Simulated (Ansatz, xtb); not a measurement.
**Relaxing a trial structure of CH5BO+**

The starting geometry of this gas-phase doublet has its atoms placed at random.

```xyz
8

C     0.8950   -0.5539   -1.3982
B    -0.0716   -0.4907    0.6905
O    -0.7247    0.7106   -0.9720
H     1.2965   -0.0288    1.1985
H    -0.5617   -0.2138   -1.6486
H     0.3598   -0.2100    2.1577
H    -0.2823    1.4413   -1.0591
H    -1.1753   -0.1853   -0.6759
```

One run relaxed it with r2SCAN-D4/def2-SVP. What is a likely outcome?

It ends as `[CH2]B[OH2+]`. Distances that change by over a tenth: O3–H7 (0.86 → 0.98 Å). Contacts that open: O3–H5 (1.16 → 3.54 Å). Contacts that close: C1–B2 (2.30 → 1.51 Å), C1–H4 (2.68 → 1.10 Å), C1–H5 (1.52 → 1.10 Å), B2–O3 (2.15 → 1.48 Å), B2–H6 (1.55 → 1.19 Å).

The energy falls by 16.09 eV over 43 steps:

```json
{"step": "1", "E − E(last) (eV)": "16.095"}
{"step": "6", "E − E(last) (eV)": "6.353"}
{"step": "10", "E − E(last) (eV)": "4.294"}
{"step": "15", "E − E(last) (eV)": "2.432"}
{"step": "20", "E − E(last) (eV)": "2.097"}
{"step": "24", "E − E(last) (eV)": "2.051"}
{"step": "29", "E − E(last) (eV)": "0.934"}
{"step": "34", "E − E(last) (eV)": "0.358"}
{"step": "38", "E − E(last) (eV)": "0.054"}
{"step": "43", "E − E(last) (eV)": "0.000"}
```

Final geometry (Å):

```xyz
8

C     1.0169   -0.6398   -0.5531
B    -0.1417   -0.1866    0.2956
O    -0.9798    0.9096   -0.2365
H     1.2925   -0.2267   -1.5313
H     1.6655   -1.4494   -0.2010
H    -0.5370   -0.5511    1.3597
H    -1.7489    1.2597    0.2549
H    -0.8319    1.3538   -1.0954
```

From the same start GFN2-xTB ends elsewhere, at `B[CH][OH2+]`.

From so rough a start the end depends on the optimiser's path, so another program may land elsewhere. No frequencies were run, so the end isn't proven a minimum. Open shells are spin-unrestricted. Run with Ansatz 0.2.0, 2.1 min on 1 thread of Intel(R) Xeon(R) 6975P-C (Granite Rapids), with other jobs on the host.
